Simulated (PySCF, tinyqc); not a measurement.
Worked calculation: RHF in the sto-3g basis, for LiH, spin multiplicity 1. This run ends on a higher stationary point, not on the lowest solution. The lowest restricted solution is unstable here: a spin-polarised one lies 0.0102 hartree lower (PySCF). One step of it, computed by the program tinyqc.

Problem. Iteration 2: DIIS coefficients. Solve [B -1; -1 0][c; lambda] = [0; -1] for the coefficients, which sum to one.

B (overlaps of the stored error matrices):
```
                1               2
1   2.8871418e-02  -8.0508135e-03
2  -8.0508135e-03   8.2056729e-03
```

Give: DIIS coefficients.

Solution.

DIIS coefficients: 0.3057  0.6943
